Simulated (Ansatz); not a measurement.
A nudged elastic band was laid between two geometries of H6NPSi (9 atoms, charge 0, multiplicity 1).

All numbers below come from RKS r2SCAN-D4/def2-SVP (Ansatz 0.2.0).

```yaml
movable_images: 5
climbing_image: yes
spring: 5.0 eV/Å²
optimiser: quadratic models (default)
start_path: through a guess of the saddle point
force_threshold: 0.03 eV/Å
iteration_limit: 60
end_points: relaxed
```

Image 0:

```xyz
9
Properties=species:S:1:pos:R:3
Si -0.456 0.671 -0.862
N 0.869 -0.085 -0.022
P 0.782 -1.090 1.378
H -1.428 -0.349 -1.368
H 0.110 1.440 -2.010
H -1.214 1.594 0.039
H 1.816 0.060 -0.358
H -0.283 -1.975 0.991
H -0.108 -0.312 2.196
```

Image 6:

```xyz
9
Properties=species:S:1:pos:R:3
Si -1.148 0.790 -0.782
N 0.501 -0.359 -0.399
P 0.463 -1.312 1.144
H 0.620 -1.017 -1.176
H -0.331 1.582 -1.817
H -0.722 1.703 0.378
H 1.345 0.223 -0.406
H -0.956 -1.506 1.080
H 0.316 -0.151 1.961
```

(1) What changes between the two ends?

(2) Give the energies along the band, and the barrier.

(3) What is the geometry of the highest image?

The band took 16 iterations and roughly 4 core-minutes.

Results:

(1) Bonds broken: Si1–H4. Bonds formed: N2–H4.

(2) The run converged. The highest image is number 3 of 0 to 6, 279.1 kJ/mol above the first end and 110.8 kJ/mol above the last; the last end lies 168.3 kJ/mol above the first. Neighbouring images differ by up to 2.1 eV, so the band resolves the path poorly. A vibrational analysis at the climbing image gives one clearly imaginary mode, 1372i cm⁻¹: a first-order saddle point. The orbitals stay closed-shell, which can raise the energy where a bond breaks towards radicals; this wasn't checked here.

| image | path coordinate (Å) | energy (kJ/mol) | Si1–H4 (Å) | N2–H4 (Å) |
| --- | --- | --- | --- | --- |
| 0 | 0.00 | 0.0 | 1.50 | 2.68 |
| 1 | 0.77 | 1.3 | 1.50 | 2.69 |
| 2 | 1.53 | 73.0 | 1.48 | 2.19 |
| 3 | 2.30 | 279.1 | 1.62 | 1.37 |
| 4 | 3.00 | 191.3 | 2.26 | 1.03 |
| 5 | 3.69 | 171.9 | 2.53 | 1.03 |
| 6 | 4.39 | 168.3 | 2.56 | 1.03 |

(3) 
```xyz
9
Properties=species:S:1:pos:R:3
Si -0.721 0.768 -1.053
N 0.689 -0.325 -0.249
P 0.632 -1.072 1.329
H -0.193 -0.754 -1.202
H 0.053 1.925 -1.626
H -1.406 1.313 0.171
H 1.628 -0.237 -0.641
H -0.661 -1.677 1.167
H 0.068 0.012 2.087
```

Time of the run: 2 min on 2 threads of AMD EPYC 7R43 64-Core Processor (Zen 3), on a shared host, peak memory 0.17 GiB.
